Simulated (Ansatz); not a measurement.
Ansatz (a quantum-chemistry and plane-wave program) input (r2SCANh/def2-TZVPD):

Ansatz 0.2 input:
```yaml
crystal:
  periodic: [false, false, false]
  atoms:
    - {symbol: Na, position_ang: [-0.00000000, -0.00000000, -1.70764300]}
    - {symbol: Cl, position_ang: [0.00000000, 0.00000000, 1.10494547]}
basis:
  gaussian:
    orbitals: def2-TZVPD
hamiltonian:
  xc: {name: r2SCANh}
total_charge: 1
magnetization: {spin_polarized: true, initial_magnetization: 1}
output: {forces: true}
```

End of the output:

```
integrals: 0.02 GiB planned
598 factors; their error is unknown
mean field: 0.30 GiB planned
mean field evaluation 1: about -16928.1244 eV, gradient 2.3e1 eV
mean field evaluation 2: about -16929.3804 eV, gradient 1.8e1 eV
mean field evaluation 4: about -16930.4052 eV, gradient 3.5e-1 eV
mean field evaluation 8: about -16930.4218 eV, gradient 2.5e-2 eV
mean field evaluation 16: about -16930.4218 eV, gradient 6.9e-5 eV
mean field -16930.42180190 eV, -622.1815253677 hartree, gradient 1.3e-5 eV, S^2 0.756194; 1 other end points of the search recorded, 0 dependent functions left out
the calculation of the forces begins
reference -16930.42181312 eV, -622.1815257802 hartree; 14, 13 occupied and 67, 68 virtual orbitals, 598 factors
Total energy: -16930.42181312 eV, -622.1815257802 hartree
Atom 0 at    -0.000000    -0.000000    -1.707643 Å, force     0.000000    -0.000000     0.006612 eV/Å
Atom 1 at     0.000000     0.000000     1.104945 Å, force    -0.000000     0.000000    -0.006612 eV/Å
Dipole moment:     0.000000    -0.000000    -1.433199 e Å
```
